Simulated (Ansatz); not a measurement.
Input file:

```yaml
crystal:
  periodic: [false, false, false]
  atoms:
    - {symbol: N, position_ang: [0.000000, 0.000000, 0.000000]}
    - {symbol: P, position_ang: [0.000000, 0.000000, 3.303000]}
basis:
  gaussian: {orbitals: 6-31G}
correlation: {method: sc_nevpt2, electrons: outside_noble_gas, active_space: {window: {electrons: 2, orbitals: 2}}}
```

```sh
$ ansatz run in.yaml --threads 1 --pin off --events-out ev --progress --plain --max-ram 2393MiB
```

Log:

```
272 factors; integrals over basis functions are off by at most 2.0e-4 eV
mean field evaluation 1: about -10695.2106 eV, gradient 9.2e1 eV
mean field evaluation 2: about -10695.2104 eV, gradient 9.2e1 eV
mean field evaluation 4: about -10657.1001 eV, gradient 9.0e1 eV
mean field evaluation 8: about -10734.7702 eV, gradient 8.3e0 eV
mean field evaluation 16: about -10740.8506 eV, gradient 2.5e-4 eV
mean field evaluation 32: about -10737.3254 eV, gradient 2.0e0 eV
mean field evaluation 64: about -10739.4681 eV, gradient 2.6e0 eV
mean field evaluation 96: about -10740.8501 eV, gradient 1.2e-1 eV
mean field evaluation 128: about -10739.3764 eV, gradient 5.1e-4 eV
mean field evaluation 160: about -10739.2330 eV, gradient 2.8e-1 eV
mean field evaluation 192: about -10740.8501 eV, gradient 4.1e-2 eV
mean field evaluation 224: about -10740.8506 eV, gradient 2.5e-6 eV
mean field -10740.85063105 eV, -394.7189802810 hartree, gradient 2.5e-6 eV, S^2 0.000000; 17 other end points of the search recorded, 0 dependent functions left out; unrestricted orbitals would lower it
reference -10740.85063105 eV, -394.7189802810 hartree; 11, 11 occupied and 11, 11 virtual orbitals, 272 factors
state -10744.24415180 eV, -394.8436898685 hartree
state -10744.24415180 eV, -394.8436898685 hartree; corrected -10746.04546005 eV, -394.9098867255 hartree
state -10744.23513915 eV, -394.8433586596 hartree
state -10744.23513915 eV, -394.8433586596 hartree; corrected -10746.01063464 eV, -394.9086069154 hartree
state -10744.24415180 eV, -394.8436898685 hartree; corrected -10746.04546005 eV, -394.9098867255 hartree
the orbitals are reached from a further start. From the first start the search ends at -10744.23513885 eV, -394.8433586485 hartree
Total energy: -10746.04546005 eV, -394.9098867255 hartree
```

For the same geometry and basis full CI lies 5879.8 meV lower.

Ran on 1 thread of Arm Neoverse V1, shared host: 0.87 s wall, 0.16 GiB peak host memory.
